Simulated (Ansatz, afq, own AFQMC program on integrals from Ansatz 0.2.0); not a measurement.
**AlBH, quartet: AFQMC among the cluster methods**

```xyz
3

B     0.0000   -0.0920    0.3143
Al    0.0000   -0.0334   -1.8050
H     0.0000    0.1253    1.4907
```

Connectivity, by distances: BH–Al.

Basis cc-pVDZ. Only valence electrons are correlated. Ansatz 0.2.0 and our own AFQMC program on the same integrals; the CISD trial comes from CCSD amplitudes, and released means the phaseless constraint is let go. Uncertainties: one standard error, sampling alone.

Determinant: UHF, the one that the program's search chose, which needn't be the lowest solution. The geometry is a PBE0/def2-TZVP stationary point of this or a neighbouring charge and spin state.

Full CI on the same integrals is exact in this basis and with this determinant's frozen core.

Cautions: another spin lies lower (by 353 meV); the released energies are still falling, so no released level is given (meV from the phaseless value at times in 1/Eh: -4 ± 4 at 0.24, -12 ± 5 at 0.51, -17.4 ± 2.4 at 0.99, -22.1 ± 2.3 at 1.62, -26 ± 3 at 2.40); the ph-AFQMC/CISD walk drifts between its halves (2.5 errors).

* T1 diagnostic: 0.0302
* weight of the determinant in the CISD state: 0.882
* ⟨S²⟩ of the determinant: 3.772
* size of the correlated space: 7 electrons in 31 orbitals

Reference: full CI, correlation energy -3.792 eV.

```tsv
level	E − E(reference) (meV)	share of correlation (%)
HF	3792.2	0.00
MP2	940.0	75.21
CCSD	236.8	93.76
CCSD(T)	62.3	98.36
CCSDT	17.5	99.54
CCSDT(Q)	2.1	99.94
CCSDTQ	1.1	99.97
ph-AFQMC/CISD	36.8 ± 4.1	99.03
```

CCSDT and higher add their correlation energy to the determinant of the CCSD(T) run, since their own runs factorise the integrals more tightly (a shift of under 2 meV). A walk keeps the symmetry of its determinant, which the program's search chose and which needn't be the lowest solution, so a lower state of the same spin and another symmetry isn't excluded.
